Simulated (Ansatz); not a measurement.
**(H2Al-mu-H)2 (Al₂H₆): the relaxed shape and its frontier levels**

Aim: characterise (H2Al-mu-H)2 (Al₂H₆) as a singlet: its structure, frontier levels and distribution of charge.

Computed with Ansatz 0.2.0, Gaussian basis. Level: RKS PBE0-D4/def2-TZVP.

Levels to be run: relaxation at PBE0-D4/def2-TZVP; a single point at PBE0-D4/def2-TZVP.

**1. Where the work starts**

8 atoms, charge 0, spin multiplicity 1.

Atoms are counted from 1 here; the program's logs count them from 0.

Bond lengths: Al1–H2 1.556 Å, Al1–H3 1.554 Å, Al1–Al5 2.590 Å, Al1–H8 1.819 Å, H4–Al5 1.819 Å, Al5–H6 1.555 Å, Al5–H7 1.554 Å. Angles: H2–Al1–H3 122.4°, H2–Al1–Al5 150.1°, H2–Al1–H8 117.7°, H3–Al1–Al5 87.5°, H3–Al1–H8 106.0°, Al5–Al1–H8 45.3°, Al1–Al5–H4 45.3°, Al1–Al5–H6 149.7°, Al1–Al5–H7 87.6°, H4–Al5–H6 117.4°, H4–Al5–H7 106.0°, H6–Al5–H7 122.7°.

The start is a GFN2-xTB geometry.

**2. Relaxation at PBE0-D4/def2-TZVP**

in.yaml reads:

```yaml
crystal:
  periodic: [false, false, false]
  atoms:
    - {symbol: Al, position_ang: [-0.352220, 0.504670, -1.140050]}
    - {symbol: H, position_ang: [-0.405500, 1.657990, -2.182450]}
    - {symbol: H, position_ang: [-1.047740, -0.865200, -1.376770]}
    - {symbol: H, position_ang: [-0.714070, 0.919060, 0.615110]}
    - {symbol: Al, position_ang: [0.405410, -0.405650, 1.163050]}
    - {symbol: H, position_ang: [1.156470, -0.196140, 2.508820]}
    - {symbol: H, position_ang: [-0.298360, -1.740920, 0.792220]}
    - {symbol: H, position_ang: [1.256010, 0.126190, -0.379940]}
basis:
  gaussian: {orbitals: def2-TZVP}
hamiltonian: {xc: pbe0, dispersion: d4}
scf: {lower_state_search: "off"}
output: {orbitals: {seedname: orbitals}}
relax: {f_tol: 0.02, max_steps: 100}
```

Launch:

```sh
ansatz run in.yaml --threads 4 --pin off --events-out ev --progress --plain --max-ram 3916MiB
```

After this run come: Single point, PBE0-D4/def2-TZVP.

Before running them: what should the planned runs give, taken together? Wanted: point group; Al–Al bond; HOMO, LUMO at PBE0-D4/def2-TZVP; dipole at PBE0-D4/def2-TZVP.

The runs gave:

| quantity | value |
| --- | --- |
| point group | D2h |
| Al–Al bond | 2.598 Å |
| HOMO, LUMO at PBE0-D4/def2-TZVP | -8.62, -1.12 eV |
| dipole at PBE0-D4/def2-TZVP | 0.01 D |

**Reading.** The molecule keeps its bonding pattern by the stored test; the atoms moved 0.66 Å (rms), and the angle H2–Al1–Al5 went from 150° to 116°. No usable vibrations, so a minimum isn't proven.
